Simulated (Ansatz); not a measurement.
Steps of a relaxation of C₄H₆F₂ (`C/C(F)=C\CF`) with RKS PBE-D4/def2-SVP.

```sh
$ ansatz run in.yaml --threads 4 --pin off --events-out ev --progress --plain --max-ram 10444MiB
```

```yaml
crystal:
  periodic: [false, false, false]
  atoms:
    - {symbol: C, position_ang: [-0.258200, -1.140600, 1.131400]}
    - {symbol: C, position_ang: [0.784700, -0.243600, 0.565400]}
    - {symbol: F, position_ang: [2.056700, -0.331000, 1.076700]}
    - {symbol: C, position_ang: [0.638700, 0.639600, -0.446300]}
    - {symbol: C, position_ang: [-0.609700, 0.919600, -1.217700]}
    - {symbol: F, position_ang: [-0.824000, 2.254700, -1.274300]}
    - {symbol: H, position_ang: [0.197300, -2.193200, 1.203800]}
    - {symbol: H, position_ang: [-1.182300, -1.190700, 0.590600]}
    - {symbol: H, position_ang: [-0.467500, -0.837100, 2.150400]}
    - {symbol: H, position_ang: [1.515200, 1.157000, -0.793900]}
    - {symbol: H, position_ang: [-1.491600, 0.491400, -0.797000]}
    - {symbol: H, position_ang: [-0.541300, 0.528500, -2.249700]}
basis:
  gaussian: {orbitals: def2-SVP}
hamiltonian: {xc: pbe, dispersion: d4}
relax: {f_tol: 0.03, max_steps: 200}
```

Positions (Å) and forces (eV/Å) along the path, 10 of 10 steps:

```xyz
12
step=1 energy=-9660.6577 eV
C    -0.258   -1.141    1.131    2.229   -1.421    0.663
C     0.785   -0.244    0.565    0.429    0.849   -1.059
F     2.057   -0.331    1.077   -0.955   -0.466    0.258
C     0.639    0.640   -0.446   -0.762   -0.810    0.214
C    -0.610    0.920   -1.218    1.062   -0.431   -0.178
F    -0.824    2.255   -1.274   -0.162    1.677   -0.225
H     0.197   -2.193    1.204   -0.586    0.902   -0.076
H    -1.182   -1.191    0.591   -0.810    0.110   -0.774
H    -0.468   -0.837    2.150   -0.250    0.137    0.943
H     1.515    1.157   -0.794    0.796    0.518   -0.184
H    -1.492    0.491   -0.797   -1.183   -0.959    0.805
H    -0.541    0.528   -2.250    0.191   -0.106   -0.387
12
step=2 energy=-9660.8756 eV
C    -0.236   -1.146    1.160    0.667   -0.620    0.064
C     0.783   -0.263    0.524    0.231    0.432   -0.041
F     2.020   -0.368    1.092   -0.399   -0.157   -0.018
C     0.641    0.626   -0.479   -0.175   -0.101    0.099
C    -0.611    0.922   -1.240    0.331   -0.399   -0.116
F    -0.847    2.277   -1.272   -0.067    0.572   -0.041
H     0.162   -2.195    1.206   -0.197    0.338   -0.048
H    -1.184   -1.156    0.614   -0.261    0.043   -0.159
H    -0.423   -0.845    2.206   -0.019    0.107    0.191
H     1.523    1.211   -0.772    0.159    0.000   -0.043
H    -1.497    0.432   -0.808   -0.267   -0.266    0.187
H    -0.513    0.559   -2.290   -0.002    0.052   -0.074
12
step=3 energy=-9660.9020 eV
C    -0.228   -1.143    1.173   -0.154    0.083    0.010
C     0.772   -0.233    0.543    0.161   -0.185   -0.030
F     2.002   -0.393    1.096   -0.073    0.104    0.025
C     0.638    0.642   -0.472    0.020    0.061   -0.148
C    -0.608    0.915   -1.252    0.034   -0.175    0.097
F    -0.881    2.278   -1.264   -0.066    0.062   -0.015
H     0.142   -2.189    1.164    0.026    0.014   -0.039
H    -1.200   -1.110    0.643    0.037    0.002    0.098
H    -0.386   -0.866    2.239    0.005   -0.019   -0.065
H     1.540    1.198   -0.787   -0.051   -0.067    0.056
H    -1.489    0.375   -0.830    0.066    0.061   -0.056
H    -0.485    0.582   -2.313   -0.006    0.059    0.067
12
step=4 energy=-9660.9082 eV
C    -0.230   -1.139    1.174   -0.153    0.077   -0.055
C     0.778   -0.246    0.529    0.005    0.030    0.184
F     1.995   -0.380    1.112   -0.001    0.015   -0.048
C     0.643    0.634   -0.480    0.022    0.035   -0.140
C    -0.605    0.908   -1.256   -0.016   -0.091    0.028
F    -0.902    2.271   -1.243   -0.013   -0.060    0.020
H     0.121   -2.189    1.146    0.010   -0.060   -0.004
H    -1.215   -1.083    0.671    0.078   -0.006    0.071
H    -0.359   -0.865    2.245    0.037   -0.016   -0.076
H     1.544    1.195   -0.785   -0.035   -0.040    0.031
H    -1.478    0.345   -0.849    0.082    0.076   -0.056
H    -0.474    0.604   -2.323   -0.014    0.039    0.046
12
step=5 energy=-9660.9140 eV
C    -0.235   -1.127    1.180   -0.072    0.088   -0.006
C     0.777   -0.240    0.534   -0.008   -0.011    0.048
F     1.994   -0.371    1.117   -0.035    0.020   -0.034
C     0.646    0.621   -0.493    0.113   -0.032   -0.055
C    -0.599    0.896   -1.267   -0.020   -0.085    0.119
F    -0.936    2.243   -1.179   -0.051    0.128   -0.022
H     0.092   -2.184    1.133    0.034   -0.060   -0.007
H    -1.227   -1.045    0.699    0.034    0.011    0.043
H    -0.333   -0.865    2.256    0.000   -0.020   -0.034
H     1.549    1.176   -0.799   -0.010   -0.015    0.026
H    -1.459    0.295   -0.896    0.014   -0.023   -0.033
H    -0.452    0.655   -2.344    0.003   -0.001   -0.043
12
step=6 energy=-9660.9177 eV
C    -0.241   -1.108    1.191   -0.036    0.016   -0.015
C     0.775   -0.238    0.533    0.072   -0.047    0.111
F     1.991   -0.364    1.119   -0.028   -0.016   -0.019
C     0.659    0.599   -0.515   -0.012    0.057   -0.097
C    -0.593    0.887   -1.273   -0.031   -0.094    0.029
F    -0.987    2.212   -1.091   -0.035    0.042   -0.001
H     0.069   -2.172    1.134    0.006   -0.006   -0.001
H    -1.237   -1.006    0.724   -0.004   -0.005    0.021
H    -0.322   -0.852    2.268    0.009    0.002   -0.013
H     1.567    1.142   -0.823   -0.003   -0.001    0.021
H    -1.432    0.221   -0.963    0.053    0.044   -0.006
H    -0.431    0.732   -2.364    0.009    0.008   -0.028
12
step=7 energy=-9660.9131 eV rejected
C    -0.249   -1.093    1.192    0.098   -0.050    0.008
C     0.786   -0.243    0.535   -0.162    0.357   -0.528
F     2.002   -0.390    1.107   -0.036    0.029    0.032
C     0.665    0.603   -0.521    0.183   -0.403    0.480
C    -0.588    0.870   -1.280   -0.037    0.102    0.107
F    -1.024    2.179   -1.055   -0.058    0.041   -0.041
H     0.036   -2.163    1.121   -0.016   -0.023    0.023
H    -1.250   -0.962    0.744    0.010    0.019    0.003
H    -0.305   -0.842    2.272   -0.013   -0.008    0.015
H     1.569    1.161   -0.812    0.012   -0.024   -0.047
H    -1.405    0.175   -0.989    0.000   -0.023   -0.025
H    -0.418    0.759   -2.374    0.019   -0.017   -0.027
12
step=8 energy=-9660.9187 eV
C    -0.244   -1.102    1.194    0.003   -0.012   -0.023
C     0.778   -0.239    0.533   -0.004    0.005   -0.001
F     1.994   -0.376    1.113   -0.010    0.009    0.001
C     0.661    0.600   -0.516   -0.017   -0.001   -0.009
C    -0.592    0.882   -1.277    0.023    0.005    0.029
F    -1.009    2.200   -1.079   -0.011    0.000   -0.004
H     0.056   -2.168    1.125   -0.005   -0.006    0.012
H    -1.244   -0.985    0.740   -0.011    0.002    0.006
H    -0.310   -0.852    2.273    0.009    0.003   -0.005
H     1.569    1.146   -0.817    0.012   -0.001   -0.012
H    -1.420    0.202   -0.980    0.002   -0.004    0.002
H    -0.421    0.747   -2.370    0.008    0.000    0.003
12
step=9 energy=-9660.9189 eV
C    -0.247   -1.096    1.196    0.004   -0.015   -0.011
C     0.778   -0.239    0.532   -0.010    0.037   -0.036
F     1.993   -0.375    1.114   -0.003   -0.008    0.002
C     0.665    0.595   -0.522    0.010   -0.022    0.024
C    -0.589    0.878   -1.279   -0.020    0.021   -0.011
F    -1.031    2.185   -1.049    0.011   -0.061   -0.014
H     0.043   -2.165    1.126   -0.005    0.007    0.005
H    -1.250   -0.970    0.750    0.004    0.000    0.005
H    -0.302   -0.846    2.275    0.001    0.002    0.003
H     1.576    1.136   -0.826   -0.004    0.001    0.003
H    -1.407    0.176   -1.002    0.022    0.029   -0.010
H    -0.411    0.774   -2.375   -0.010    0.008    0.041
12
step=10 energy=-9660.9191 eV
C    -0.247   -1.096    1.195    0.003   -0.007   -0.003
C     0.778   -0.239    0.531   -0.004    0.005   -0.014
F     1.993   -0.377    1.112    0.001   -0.002    0.006
C     0.664    0.597   -0.520    0.005   -0.002    0.005
C    -0.589    0.878   -1.279   -0.012    0.014   -0.003
F    -1.030    2.185   -1.053    0.004   -0.023   -0.004
H     0.043   -2.166    1.125   -0.002    0.005    0.001
H    -1.250   -0.970    0.751    0.000    0.000    0.001
H    -0.302   -0.846    2.275    0.000    0.002    0.003
H     1.575    1.139   -0.824   -0.001   -0.002    0.000
H    -1.407    0.178   -1.000    0.008    0.009   -0.003
H    -0.411    0.770   -2.373   -0.002    0.002    0.011
```

It took 13 s on 4 threads of an Arm Neoverse V1 on a shared host, with 0.15 GiB of host memory at the peak.
